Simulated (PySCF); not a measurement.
Point-charge models of `NC1=NC=CS1` against its computed dipole.

Coordinates (GFN2-xTB, Å) and charges (e) from the PBE0/pcSseg-1 density (PySCF):

```csv
atom,x,y,z,Mulliken,IAO,Hirshfeld,ESP-fitted
N1,-2.054,-0.069,0.238,-0.3948,-0.4991,-0.1868,-0.7558
C2,-0.708,-0.037,0.082,+0.2037,+0.1328,+0.0923,+0.4608
N3,-0.043,0.962,-0.377,-0.4317,-0.3526,-0.2172,-0.4693
C4,1.295,0.730,-0.343,+0.1609,-0.0571,-0.0256,+0.0521
C5,1.676,-0.473,0.143,-0.3503,-0.3633,-0.1107,-0.3638
S6,0.288,-1.402,0.607,+0.1819,+0.2238,+0.0564,-0.0258
H7,-2.495,-0.969,0.319,+0.2015,+0.2797,+0.1374,+0.3644
H8,-2.567,0.643,-0.256,+0.2033,+0.2914,+0.1435,+0.3643
H9,1.958,1.497,-0.699,+0.1010,+0.1683,+0.0580,+0.1407
H10,2.658,-0.878,0.263,+0.1245,+0.1761,+0.0527,+0.2323
```

Question: Compute μ = Σ q r for each scheme (1 e·Å = 4.803 D) and compare with the dipole of the full density.

Answer: The full density gives (-1.23, -1.32, -0.21) D, 1.82 D in size; dipole vectors point from the negative to the positive end.

```
    scheme     μx     μy     μz  size (D)  share of the full size (%)  angle to the full dipole (°)
  Mulliken  -0.65  -1.87   0.31      2.01                         110                            28
       IAO  -1.54  -2.30   0.34      2.79                         153                            17
 Hirshfeld  -1.59  -1.18   0.25      2.00                         110                            17
ESP-fitted  -1.22  -1.36  -0.31      1.85                         102                             3
```

Question: Which set comes closest?

Answer: Length of the difference vector: ESP-fitted 0.11 D, Hirshfeld 0.61 D, Mulliken 0.96 D, IAO 1.17 D. Closest: ESP-fitted. 

Question: What is left for the Hirshfeld atoms' own dipoles?

Answer: The Hirshfeld atoms' densities add up to the full density, so μ = Σ q r + Σ (atomic dipoles). The atomic dipoles sum to (-1.23, -1.32, -0.21) − (-1.59, -1.18, 0.25) = (0.36, -0.14, -0.46) D, 0.61 D in size.

Question: With the origin at the mean of the coordinates, (0.001, 0.000, -0.002) Å, which are the largest single terms, by size, of the Mulliken dipole along the direction of the full one?

Answer: N1 -2.68, H7 +2.28, C5 +1.36, N3 +1.29, H8 +1.27 D; all 10 atoms together +1.77 D. The single terms depend on the origin, their sum doesn't.

Question: Give the size of the full dipole in other units.

Answer: 1.82 D = 0.716 au = 0.379 e·Å = 6.07 × 10⁻³⁰ C·m.

Geometry: GFN2-xTB; no solvent, vibrations or thermal averaging.

The values belong to the conformer `[NH2:1][c:2]1[n:3][cH:4][cH:5][s:6]1`: H–N1–C2–N3 161°, H–N1–C2–N3 16°.
